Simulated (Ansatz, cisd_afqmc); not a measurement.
Species: N2, charge 0, singlet. N2 (SMILES N#N).
B3LYP-D3(BJ)/def2-TZVP minimum from Ansatz (a program for electronic structure):
```
N
N 1 1.0909
```

Total energies in cc-pVDZ, 10 correlated electrons, 2 frozen orbitals. UHF or UKS for unpaired electrons; spin-orbit terms are left out. Cores are frozen in correlated methods. No relativity. AFQMC/CISD: phaseless, guided by CISD from CCSD amplitudes; bars are statistical, one sigma. Outlying blocks are dropped, and bars are widened where a walk drifts. Over all cases where full CI ran beside it in this data, AFQMC minus full CI had a median of +0.1 mEh and passed +0.4 mEh in a tenth of the cases.

```json
[
 {"method": "HF", "program": "Ansatz", "energy (Eh)": "-108.95491", "minus CCSDTQ (mEh)": "320.89"},
 {"method": "MP2", "program": "Ansatz", "energy (Eh)": "-109.25917", "minus CCSDTQ (mEh)": "16.63"},
 {"method": "CCSD", "program": "Ansatz", "energy (Eh)": "-109.26265", "minus CCSDTQ (mEh)": "13.15"},
 {"method": "CCSD(T)", "program": "Ansatz", "energy (Eh)": "-109.27430", "minus CCSDTQ (mEh)": "1.50"},
 {"method": "CCSDT(Q)", "program": "Ansatz", "energy (Eh)": "-109.27602", "minus CCSDTQ (mEh)": "-0.22"},
 {"method": "CCSDTQ", "program": "Ansatz", "energy (Eh)": "-109.27580", "minus CCSDTQ (mEh)": "0.00"},
 {"method": "AFQMC/CISD", "program": "cisd_afqmc", "energy (Eh)": "-109.2750 ± 0.0003", "minus CCSDTQ (mEh)": "0.8 ± 0.3"}
]
```

Rough core times of Ansatz's runs on a shared machine: CCSD(T) under 20 s, CCSDT(Q) under 20 s, CCSDTQ 90 s.
